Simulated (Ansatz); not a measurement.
A structure drawn as `C=NC(=N)OC`, with this starting geometry:

```xyz
12

C     0.9252   -0.4755   -2.0311
N     0.9666   -1.1030   -0.8406
C     0.3898   -0.4865    0.2079
N     0.9109   -0.4659    1.3360
O    -0.7644    0.2088   -0.0695
C    -1.3740    0.8429    1.0904
H     0.4232    0.4848   -2.1761
H     1.3191   -0.9872   -2.8726
H     1.7815   -1.0980    1.2372
H    -2.2656    1.3485    0.7574
H    -1.6139    0.1004    1.8534
H    -0.6984    1.6307    1.5074
```

The species carries charge 0 and has multiplicity 1.

Question: Relax it with Ansatz at PBE-D4/def2-SVP and then PBE0-D4/def2-TZVP. Is the drawn bonding still there?

Answer: Yes, every drawn bond is still there and no new one forms.

Question: Give the relaxed structure. (Estimate.)

Answer: Computed: 
Z-matrix (Å, degrees):
```
C
O 1 1.420
H 1 1.091 2 110.5
H 1 1.088 2 105.8 3 -119.9
H 1 1.091 2 110.5 3 120.2
C 2 1.337 1 115.8 3 -60.1
N 6 1.408 2 115.1 1 -180.0
N 6 1.264 2 122.1 1 -0.0
C 7 1.265 6 119.1 2 0.0
H 8 1.016 6 108.4 2 -180.0
H 9 1.089 7 118.0 6 180.0
H 9 1.092 7 123.7 6 0.0
```
All modes are real.

Atoms count as bonded under 1.1 times the sum of their covalent radii (H–H under 0.85 Å, pairs among N, O and F under 1.55 Å), and a drawn bond as lost past 1.3 times.
